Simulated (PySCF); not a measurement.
**Working out the ionisation energy of Mg**

Mg [Ne] 3s2 (1S) → Mg+ [Ne] 3s1 (2S). Computed with PySCF 2.14 in an even-tempered Gaussian basis (22 s from 0.01 bohr⁻², ratio 2.5; 14 p from 0.013 bohr⁻², ratio 2.5; 6 d from 0.16 bohr⁻², ratio 2.7; 6 f from 0.24 bohr⁻², ratio 2.7), with the spin-free X2C one-electron Hamiltonian (Gaussian nucleus). Frozen: 1s2; the 23 highest virtual orbitals dropped. Energies in hartree (1 hartree = 27.21139 eV):

```
             part   Mg (lower)  Mg+ (upper)
              UHF  -199.921472  -199.678356
MP2 opposite-spin    -0.244254    -0.217674
    MP2 same-spin    -0.078692    -0.076136
```

Task: What does Hartree-Fock give?

Result: (-199.678356) − (-199.921472) = 0.243116 hartree = 6.616 eV.

Task: What do MP2 and SCS-MP2 (6/5 opposite-spin, 1/3 same-spin) give?

Result: The opposite-spin parts differ by 0.723 eV and the same-spin parts by 0.070 eV. MP2: 6.616 + (0.723) + (0.070) = 7.409 eV. SCS-MP2: 6.616 + 1.2 × (0.723) + (0.070)/3 = 7.507 eV.

Measured between the centres of the two terms (NIST): 7.646 eV, so MP2 (outer shells) is off by -0.237 eV.

What remains against the reference includes basis incompleteness, the frozen core and correlation beyond second order.
